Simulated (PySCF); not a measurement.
# C₄H₅P: electronic structure in real space

For C₄H₅P, the scripts below probe its ring current by NICS, analyse its density (charges, bond critical points, surface potential) and compute its lowest excited states.

Method: levels as typed in each script, gas phase, geometry from GFN2-xTB; program: PySCF 2.14.0.

## 1. The starting structure

SMILES `c1cc[pH]c1`, 10 atoms, charge 0, spin multiplicity 1.

Bond lengths: C1–C2 1.438 Å, C1–C5 1.346 Å, C1–H6 1.079 Å, C2–C3 1.346 Å, C2–H7 1.079 Å, C3–P4 1.804 Å, C3–H8 1.077 Å, P4–C5 1.804 Å, P4–H9 1.396 Å, C5–H10 1.077 Å. Angles: C2–C1–C5 113.9°, C2–C1–H6 121.7°, C5–C1–H6 124.4°, C1–C2–C3 113.9°, C1–C2–H7 121.7°, C3–C2–H7 124.4°, C2–C3–P4 111.2°, C2–C3–H8 125.4°, P4–C3–H8 123.0°, C3–P4–C5 89.0°, C3–P4–H9 96.6°, C5–P4–H9 96.6°, C1–C5–P4 111.2°, C1–C5–H10 125.4°, P4–C5–H10 123.0°.

Geometry (Å):

```
C    -1.2802   -0.7192   -0.0014
C    -1.2803    0.7191   -0.0014
C    -0.0501    1.2648    0.0299
P     1.2285    0.0000   -0.1086
C    -0.0500   -1.2647    0.0299
H    -2.1979   -1.2863   -0.0019
H    -2.1980    1.2861   -0.0019
H     0.1652    2.3196    0.0270
H     1.6012    0.0001    1.2365
H     0.1655   -2.3196    0.0270
```

## 2. Ring currents (PBE/def2-svp)

The input, input.py:

```python
import numpy as np
from pyscf import gto, scf, dft
from pyscf.prop import nmr
from pyscf.data import nist

def solve(mol, dm0=None, hcore=None):
    mf = (dft.UKS if mol.spin else dft.RKS)(mol, xc='pbe')
    mf.grids.level = 3
    mf.conv_tol, mf.max_cycle = 1e-8, 80
    if hcore is not None:
        mf.get_hcore = lambda *args: hcore
    mf.kernel(dm0)
    if not mf.converged:
        mf = mf.newton().run(mf.mo_coeff, mf.mo_occ, max_cycle=30)
    assert mf.converged, 'SCF not converged'
    return mf

mol = gto.M(atom='''
C     -1.28024    -0.71917    -0.00139
C     -1.28032     0.71907    -0.00139
C     -0.05010     1.26476     0.02985
P      1.22853     0.00003    -0.10856
C     -0.04998    -1.26473     0.02986
H     -2.19791    -1.28627    -0.00187
H     -2.19804     1.28607    -0.00187
H      0.16523     2.31961     0.02699
H      1.60120     0.00012     1.23648
H      0.16546    -2.31956     0.02700
''', basis='def2-svp', charge=0, spin=0, verbose=4)
mf = solve(mol)
vxc = nmr.rks.get_vxc_giao  # smaller grid blocks
nmr.rks.get_vxc_giao = lambda *a, **k: vxc(*a, **{**k, 'max_memory': 300})
calc = nmr.RKS(mf)
calc.cphf = True
nuclei = calc.kernel()
mo1 = calc.mo10
# ring centres and points 1 angstrom above and below them
points = np.array([
    [-0.2864, -0.0000, -0.0103],
    [-0.2527, -0.0000, 0.9891],
    [-0.3201, -0.0000, -1.0098],
]) / nist.BOHR
mol.atom_coord = lambda i, unit='Bohr': points[i]
idx = range(len(points))
sigma = (calc.dia(shielding_nuc=idx) + calc.para(mo10=mo1, shielding_nuc=idx)[0]) * nist.ALPHA**2 * 1e6
for p, t in zip(points, sigma):
    print('NICS at %8.4f %8.4f %8.4f  %8.2f ppm' % (*(p * nist.BOHR), -t.trace() / 3))
occ = mf.mo_coeff[:, mf.mo_occ > 0]
dm1 = np.array([mf.mo_coeff @ (2 * x) @ occ.T for x in mo1])
np.savez('result.npz', sigma=sigma, nuclei=nuclei, dm0=mf.make_rdm1(), dm1=dm1, e=mf.e_tot, eps=mf.mo_energy, occ=mf.mo_occ)
```

Launch:

```console
$ OMP_NUM_THREADS=1 python input.py
```

## 4. Density, bond paths and surface potential (CAM-B3LYP/def2-svp)

The input, input.py:

```python
import numpy as np
from pyscf import gto, scf, dft
from pyscf.scf import atom_ks, atom_hf
from scipy.linalg import block_diag

def solve(mol, dm0=None, hcore=None):
    mf = (dft.UKS if mol.spin else dft.RKS)(mol, xc='camb3lyp')
    mf.grids.level = 3
    mf = mf.density_fit(auxbasis='def2-universal-jkfit')
    mf.conv_tol, mf.max_cycle = 1e-8, 80
    if hcore is not None:
        mf.get_hcore = lambda *args: hcore
    mf.kernel(dm0)
    if not mf.converged:
        mf = mf.newton().run(mf.mo_coeff, mf.mo_occ, max_cycle=30)
    assert mf.converged, 'SCF not converged'
    return mf

mol = gto.M(atom='''
C     -1.28024    -0.71917    -0.00139
C     -1.28032     0.71907    -0.00139
C     -0.05010     1.26476     0.02985
P      1.22853     0.00003    -0.10856
C     -0.04998    -1.26473     0.02986
H     -2.19791    -1.28627    -0.00187
H     -2.19804     1.28607    -0.00187
H      0.16523     2.31961     0.02699
H      1.60120     0.00012     1.23648
H      0.16546    -2.31956     0.02700
''', basis='def2-svp', charge=0, spin=0, verbose=4)
mf = solve(mol)
mf.analyze()
# spherically averaged free atoms, for the promolecule
atm = atom_ks.get_atm_nrks(mol, xc='camb3lyp')
pro = block_diag(*[(atm[a[0]][2] * atm[a[0]][3]) @ atm[a[0]][2].T for a in mol._atom])
np.savez('result.npz', e=mf.e_tot, c=mf.mo_coeff, occ=mf.mo_occ, eps=mf.mo_energy, pro=pro, dip=mf.dip_moment(verbose=0), s2=mf.spin_square()[0])
```

## 6. Excited states (CAM-B3LYP/6-31+g*)

The input, input.py:

```python
import numpy as np
from pyscf import gto, scf, dft, tdscf
from pyscf.scf import atom_ks, atom_hf
from scipy.linalg import block_diag

def solve(mol, dm0=None, hcore=None):
    mf = (dft.UKS if mol.spin else dft.RKS)(mol, xc='camb3lyp')
    mf.grids.level = 3
    mf = mf.density_fit(auxbasis='def2-universal-jkfit')
    mf.conv_tol, mf.max_cycle = 1e-8, 80
    if hcore is not None:
        mf.get_hcore = lambda *args: hcore
    mf.kernel(dm0)
    if not mf.converged:
        mf = mf.newton().run(mf.mo_coeff, mf.mo_occ, max_cycle=30)
    assert mf.converged, 'SCF not converged'
    return mf

mol = gto.M(atom='''
C     -1.28024    -0.71917    -0.00139
C     -1.28032     0.71907    -0.00139
C     -0.05010     1.26476     0.02985
P      1.22853     0.00003    -0.10856
C     -0.04998    -1.26473     0.02986
H     -2.19791    -1.28627    -0.00187
H     -2.19804     1.28607    -0.00187
H      0.16523     2.31961     0.02699
H      1.60120     0.00012     1.23648
H      0.16546    -2.31956     0.02700
''', basis='6-31+g*', charge=0, spin=0, verbose=4)
mf = solve(mol)
td = mf.TDDFT()
td.nstates, td.singlet, td.conv_tol = 4, True, 1e-5
td.kernel()
td.analyze()
x, y = np.array([p[0] for p in td.xy]), np.array([p[1] + 0 * p[0] for p in td.xy])
f, mu = td.oscillator_strength(), td.transition_dipole()
nto = [td.get_nto(state=i + 1, verbose=4) for i in range(len(td.e))]
# spherically averaged free atoms, for the promolecule
atm = atom_ks.get_atm_nrks(mol, xc='camb3lyp')
pro = block_diag(*[(atm[a[0]][2] * atm[a[0]][3]) @ atm[a[0]][2].T for a in mol._atom])
np.savez('result.npz', e=td.e, f=f, ok=td.converged, w=[n[0] for n in nto], nto=[n[1] for n in nto], x=x, y=y, c=mf.mo_coeff, occ=mf.mo_occ, eps=mf.mo_energy, pro=pro, mu=mu)
```

(Steps that only read results are left out.)

What does the calculation give? Wanted: NICS(1)zz, 5-membered ring C1/C2/C3/P4/C5; dipole moment; HOMO, LUMO; lowest singlet excitation.

As calculated:

| quantity | value |
| --- | --- |
| NICS(1)zz, 5-membered ring C1/C2/C3/P4/C5 (PBE/def2-svp) | -14.5 ppm |
| dipole moment (CAM-B3LYP/def2-svp) | 0.79 D |
| HOMO, LUMO (CAM-B3LYP/def2-svp) | -7.97, 0.13 eV |
| lowest singlet excitation (CAM-B3LYP/6-31+g*) | 4.86 eV |

In words: The 5-membered ring C1/C2/C3/P4/C5 is moderately diatropic (aromatic). At CAM-B3LYP/def2-svp: The highest Hirshfeld charge is on P4 (+0.14 e), the lowest on C3 and C5 (−0.11 e). The geometry was not optimised at these levels.
